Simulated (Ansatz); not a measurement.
# BNH₃ (doublet): wave-function methods side by side at distance B1–N2 = 4.746 Å, cc-pVDZ

An exercise on one series of results from a longer session: the logs are not shown, and one member is left open.

The runs use Ansatz 0.2.0, Gaussian basis; cc-pVDZ, core rule «outside noble gas», up to 2 orbitals frozen.

Plan: UHF; CCSD(T) on ROHF; CCSD(T) on UHF; BCCD(T) on ROHF; CISD; CCSDT(Q) on ROHF; CCSDT(Q) on UHF; CASSCF and MRCISD+Q, 3 electrons in 3 orbitals; CASSCF and NEVPT2, 3 electrons in 3 orbitals.

23 further runs of the same task are left out: 2 for a mislabelled method, 11 that didn't finish, 10 set aside as unsound or not needed.

## The system

The geometry derives from a PBE0/def2-TZVP stationary point (not a proven minimum). One bond is set to the value named and the two fragments are kept rigid.

5 atoms, charge 0, spin multiplicity 2.

Atoms are counted from 1 here; the program's logs count them from 0.

Bond lengths: B1–H3 1.195 Å, N2–H4 1.011 Å, N2–H5 1.007 Å. Angles: H4–N2–H5 113.1°.

Set-up of the first run:

in.yaml reads:

```yaml
crystal:
  periodic: [false, false, false]
  atoms:
    - {symbol: B, position_ang: [0.000000, -0.528900, 2.695464]}
    - {symbol: N, position_ang: [0.000000, 0.324932, -1.973100]}
    - {symbol: H, position_ang: [0.000000, 0.308722, 3.548183]}
    - {symbol: H, position_ang: [0.000000, 1.253251, -2.373312]}
    - {symbol: H, position_ang: [0.000000, -0.404458, -2.667058]}
basis:
  gaussian: {orbitals: cc-pVDZ}
magnetization: {spin_polarized: true, initial_magnetization: 1}
hamiltonian: {xc: hf}
output: {orbitals: {seedname: orbitals}}
```

Launch:

```console
ansatz run in.yaml --threads 1 --pin off --events-out ev --progress --plain --max-ram 2393MiB
```

Steps of the session up to this table: UHF; CCSD(T) on ROHF; CCSD(T) on UHF; BCCD(T) on ROHF; CISD; CCSDT(Q) on ROHF; CCSDT(Q) on UHF; CASSCF and MRCISD+Q, 3 electrons in 3 orbitals; CASSCF and NEVPT2, 3 electrons in 3 orbitals.

One of the session's tables, all rows but one given; the rest of the session is left out.

| method | from UCCSDT(Q) (meV) |
| --- | --- |
| ROHF | +7027.8 |
| UHF | +6722.6 |
| RMP2 | +1394.2 |
| UMP2 | +1520.2 |
| CISD | +722.1 |
| RCCSD | +132.6 |
| UCCSD | +135.0 |
| RCCSD(T) | +26.9 |
| UCCSD(T) | +29.5 |
| BCCD(T) | +27.2 |
| RCCSDT | +7.0 |
| UCCSDT | +7.1 |
| RCCSDT(Q) | -0.1 |
| UCCSDT(Q) | 0 |
| CASSCF pair | +6435.8 |
| NEVPT2 pair | +1254.5 |
| MRCISD pair | +578.8 |
| MRCISD+Q pair | ? |

Estimate the missing values for MRCISD+Q pair.

The run gave: from UCCSDT(Q) (meV): +54.8. In the column «from UCCSDT(Q) (meV)» it lies between UCCSD(T) (+29.5) and RCCSD (+132.6).

To keep in mind: Restricted and unrestricted rows rest on different reference determinants; where their highest levels disagree by more than a few hundredths of an eV, they describe different states and don't form one ladder.
